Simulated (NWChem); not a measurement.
# C3H8O (SMILES CCOC) at 4 levels

Aim: a comparison of 4 runs (wB97X/6-31G*, wB97X/6-31+G*, wB97X/6-31++G**, wB97X/6-311+G**) of C3H8O. 

The calculation is run with NWChem 7.3.0.

## (1) The molecule

C3H8O has 12 atoms, charge 0, and is taken as a singlet. SMILES: `CCOC`. The shape is that of a PBE0-D4/def2-TZVP optimisation. This is one conformer, not always the lowest.

Bond lengths: C1–C2 1.507 Å, C2–O3 1.405 Å, O3–C4 1.399 Å, C1–H5 1.092 Å, C1–H6 1.092 Å, C1–H7 1.092 Å, C2–H8 1.102 Å, C2–H9 1.102 Å, C4–H10 1.090 Å, C4–H11 1.100 Å, C4–H12 1.100 Å. Some angles: C1–C2–O3 108.9°, C2–O3–C4 112.4°, C1–C2–H8 110.6°, C1–C2–H9 110.6°, O3–C2–H8 109.9°, O3–C2–H9 109.9°, C2–C1–H5 110.6°, C2–C1–H6 110.6°, C2–C1–H7 110.4°, O3–C4–H10 107.7°.

## (2) Energy and gradient at wB97X/6-31G(d) (spherical functions) (run 1)

c3h8o.nw reads:

```
start c3h8o
title "C3H8O gradient"
memory 2200 mb

geometry units angstroms noautosym nocenter noautoz
C       -1.552400       0.504300       0.733800
C       -0.424200      -0.307900       0.152000
O        0.626400       0.556900      -0.197600
C        1.717300      -0.124000      -0.747300
H       -1.913800       1.234400       0.007100
H       -1.218500       1.042600       1.623000
H       -2.383900      -0.145800       1.014400
H       -0.764400      -0.862800      -0.737000
H       -0.068400      -1.054400       0.880100
H        2.482200       0.614500      -0.988900
H        2.138100      -0.852700      -0.039400
H        1.438600      -0.660100      -1.666100
end

basis spherical bse
* library 6-31G*
end

dft
xc wb97x
grid fine
convergence energy 1e-08
iterations 100
mulliken
print low
end

task dft gradient
```

On the command line:

```sh
$ nwchem c3h8o.nw > c3h8o.out
```

Log:

```text
[...]
 d= 0,ls=0.0,diis     1   -194.2337927613 -3.28D+02  8.04D-03  4.35D-01     4.6
[...]
 d= 0,ls=0.0,diis     8   -194.2858319018 -5.90D-09  1.09D-06  1.34D-08    31.8
         Total DFT energy =     -194.285831901821
      One electron energy =     -528.240011115432
           Coulomb energy =      227.579801980488
    Exchange-Corr. energy =      -27.845367477826
 Nuclear repulsion energy =      134.219744710949
[...]
      Total Density - Mulliken Population Analysis
     ---------------------------------------------
    Atom       Charge   Shell Charges
 -----------   ------   -------------------------------------------------------
    1 C    6     6.50   2.00  0.66  2.14  0.63  1.04  0.03
    2 C    6     6.02   2.00  0.67  2.04  0.51  0.74  0.07
    3 O    8     8.47   2.00  0.89  2.92  0.95  1.69  0.03
    4 C    6     6.21   2.00  0.67  2.07  0.57  0.86  0.06
    5 H    1     0.83   0.52  0.31
    6 H    1     0.83   0.52  0.31
    7 H    1     0.84   0.52  0.32
    8 H    1     0.87   0.53  0.34
    9 H    1     0.87   0.53  0.34
   10 H    1     0.83   0.53  0.30
[...]
                         DFT ENERGY GRADIENTS
    atom               coordinates                        gradient
                 x          y          z           x          y          z
   1 C      -2.933611   0.952989   1.386681    0.002424  -0.001752  -0.001306
   2 C      -0.801622  -0.581847   0.287238   -0.002940   0.002590   0.001563
   3 O       1.183724   1.052388  -0.373410    0.000308  -0.003780  -0.000579
   4 C       3.245226  -0.234326  -1.412192    0.000070   0.000676   0.000088
   5 H      -3.616558   2.332678   0.013417    0.000350  -0.001246   0.001282
   6 H      -2.302631   1.970228   3.067025   -0.000760  -0.000909  -0.001309
   7 H      -4.504918  -0.275522   1.916938    0.001586   0.001091  -0.000555
   8 H      -1.444507  -1.630456  -1.392728    0.000706   0.001062   0.001190
   9 H      -0.129257  -1.992527   1.663148   -0.000261   0.001334  -0.001090
  10 H       4.690678   1.161237  -1.868750   -0.001036  -0.001462   0.000262
  11 H       4.040423  -1.611369  -0.074455   -0.000773   0.001349  -0.001042
[...]
```

It took 44 s on 1 thread of Intel Xeon Platinum 8488C (Sapphire Rapids), shared host; peak memory 0.12 GiB.

## (3) Energy and forces at wB97X/6-31+G(d) (spherical functions) (run 2)

mymol.nw reads:

```
start mymol
memory total 2200 mb
charge 0

geometry units angstrom noautosym nocenter noautoz
   C       -1.552400       0.504300       0.733800
   C       -0.424200      -0.307900       0.152000
   O        0.626400       0.556900      -0.197600
   C        1.717300      -0.124000      -0.747300
   H       -1.913800       1.234400       0.007100
   H       -1.218500       1.042600       1.623000
   H       -2.383900      -0.145800       1.014400
   H       -0.764400      -0.862800      -0.737000
   H       -0.068400      -1.054400       0.880100
   H        2.482200       0.614500      -0.988900
   H        2.138100      -0.852700      -0.039400
   H        1.438600      -0.660100      -1.666100
end

basis spherical bse
   C library 6-31+G*
   O library 6-31+G*
   H library 6-31+G*
end

dft
   xc wb97x
   grid fine
   convergence energy 1e-08
   maxiter 100
   mulliken
   noprint "final vectors analysis"
end

task dft gradient
```

On the command line:

```sh
$ nwchem mymol.nw > mymol.out
```

Log:

```text
[...]
          Wavefunction type:  closed shell.
          No. of atoms     :    12
          No. of electrons :    34
[...]
          Charge           :     0
          Spin multiplicity:     1
[...]
          AO basis - number of functions:    88
[...]
              XC Information
              --------------
                       wb97x  Method XC Functional
                     Hartree-Fock (Exact) Exchange  1.000
                         wb97x Exchange Functional  1.000
                      wb97x Correlation Functional  1.000
[...]
 d= 0,ls=0.0,diis     1   -194.2401480853 -3.28D+02  8.77D-03  4.49D-01     7.3
[...]
 d= 0,ls=0.0,diis     9   -194.2941551624 -4.03D-09  1.47D-06  3.87D-09    56.9
         Total DFT energy =     -194.294155162415
      One electron energy =     -528.012564290869
           Coulomb energy =      227.315988807017
    Exchange-Corr. energy =      -27.817324389512
 Nuclear repulsion energy =      134.219744710949
[...]
  wavefunction    = closed shell
[...]
                         DFT ENERGY GRADIENTS
    atom               coordinates                        gradient
                 x          y          z           x          y          z
   1 C      -2.933611   0.952989   1.386681    0.001907  -0.001628  -0.001068
   2 C      -0.801622  -0.581847   0.287238    0.000765   0.003919   0.000126
   3 O       1.183724   1.052388  -0.373410    0.000050  -0.003775  -0.000468
   4 C       3.245226  -0.234326  -1.412192   -0.003808   0.001860   0.001895
   5 H      -3.616558   2.332678   0.013417    0.000654  -0.001482   0.001467
   6 H      -2.302631   1.970228   3.067025   -0.000704  -0.001077  -0.001697
   7 H      -4.504918  -0.275522   1.916938    0.001926   0.001417  -0.000662
   8 H      -1.444507  -1.630456  -1.392728    0.000234   0.000337   0.001564
   9 H      -0.129257  -1.992527   1.663148   -0.000917   0.000660  -0.001145
  10 H       4.690678   1.161237  -1.868750   -0.000845  -0.001514   0.000174
  11 H       4.040423  -1.611369  -0.074455   -0.000277   0.000819  -0.001585
[...]
```

It took 80 s on 1 thread of Intel Xeon Platinum 8488C (Sapphire Rapids), shared host; peak memory 0.12 GiB.

Run 3 isn't shown in full; the table further down has it.

## (4) Energy and forces at wB97X/6-311+G(d,p) (run 4)

nw.nw reads:

```
start nw
title "C3H8O gradient"
memory 2200 mb

geometry units angstrom noautosym nocenter noautoz
  C       -1.552400       0.504300       0.733800
  C       -0.424200      -0.307900       0.152000
  O        0.626400       0.556900      -0.197600
  C        1.717300      -0.124000      -0.747300
  H       -1.913800       1.234400       0.007100
  H       -1.218500       1.042600       1.623000
  H       -2.383900      -0.145800       1.014400
  H       -0.764400      -0.862800      -0.737000
  H       -0.068400      -1.054400       0.880100
  H        2.482200       0.614500      -0.988900
  H        2.138100      -0.852700      -0.039400
  H        1.438600      -0.660100      -1.666100
end

basis spherical bse
  * library 6-311+G**
end

dft
  xc wb97x
  grid fine
  convergence energy 1e-08
  iterations 100
  mulliken
  noprint "final vectors analysis"
end

task dft gradient
```

On the command line:

```sh
$ nwchem nw.nw > nw.out
```

Log:

```text
[...]
          Wavefunction type:  closed shell.
          No. of atoms     :    12
          No. of electrons :    34
[...]
          Charge           :     0
          Spin multiplicity:     1
[...]
          AO basis - number of functions:   136
[...]
              XC Information
              --------------
                       wb97x  Method XC Functional
                     Hartree-Fock (Exact) Exchange  1.000
                         wb97x Exchange Functional  1.000
                      wb97x Correlation Functional  1.000
[...]
 d= 0,ls=0.0,diis     1   -194.2915801667 -3.29D+02  5.44D-03  6.45D-01    21.2
[...]
 d= 0,ls=0.0,diis     9   -194.3469419511 -6.11D-09  9.01D-07  6.89D-09   190.3
         Total DFT energy =     -194.346941951149
      One electron energy =     -528.197747296970
           Coulomb energy =      227.484218005755
    Exchange-Corr. energy =      -27.853157370883
 Nuclear repulsion energy =      134.219744710949
[...]
  wavefunction    = closed shell
[...]
                         DFT ENERGY GRADIENTS
    atom               coordinates                        gradient
                 x          y          z           x          y          z
   1 C      -2.933611   0.952989   1.386681    0.001970  -0.001594  -0.001090
   2 C      -0.801622  -0.581847   0.287238    0.001193   0.003643  -0.000091
   3 O       1.183724   1.052388  -0.373410    0.000179  -0.003186  -0.000453
   4 C       3.245226  -0.234326  -1.412192   -0.003765   0.001541   0.001838
   5 H      -3.616558   2.332678   0.013417    0.000134  -0.000414   0.000500
   6 H      -2.302631   1.970228   3.067025   -0.000278  -0.000270  -0.000468
   7 H      -4.504918  -0.275522   1.916938    0.000753   0.000493  -0.000267
   8 H      -1.444507  -1.630456  -1.392728   -0.000040  -0.000050   0.000565
   9 H      -0.129257  -1.992527   1.663148   -0.000422   0.000062  -0.000357
  10 H       4.690678   1.161237  -1.868750   -0.000197  -0.000292   0.000040
  11 H       4.040423  -1.611369  -0.074455    0.000020   0.000093  -0.000603
[...]
```

It took 4.7 min on 1 thread of Intel Xeon Platinum 8488C (Sapphire Rapids), shared host; peak memory 0.13 GiB.

## (5) Overview of the runs

```tsv
run	level	energy (Eh)	largest force (eV/Å)	wall time
1	wB97X/6-31G* (spherical functions)	-194.285832	0.217	44 s
2	wB97X/6-31+G* (spherical functions)	-194.294155	0.239	80 s
3	wB97X/6-31++G** (spherical functions)	-194.304686	0.247	2.9 min
4	wB97X/6-311+G**	-194.346942	0.230	4.7 min
```

Convergence of the total energy of singlet C3H8O with the basis set, against the last point:

```tsv
basis set	from the last (mEh)	wall time
6-31G*	+61.110	44 s
6-31+G*	+52.787	80 s
6-31++G**	+42.256	2.9 min
6-311+G**	+0.000	4.7 min
```

Convergence of the largest force on an atom of singlet C3H8O with the basis set, against the last point:

```tsv
basis set	from the last (eV/Å)	wall time
6-31G*	-0.01264	44 s
6-31+G*	+0.00917	80 s
6-31++G**	+0.01736	2.9 min
6-311+G**	+0.00000	4.7 min
```

## (6) Results

```
                       quantity          value
            run 4: total energy  -194.34694 Eh
           run 4: dipole moment         1.35 D
run 4: largest force on an atom     0.230 eV/Å
```

What this shows: Over runs 2, 3, 4 the dipole moment (its size) runs from 1.34 D (wB97X/6-31++G**) to 1.37 D (wB97X/6-31+G*). All runs together took 9.7 min, the longest 4.7 min.
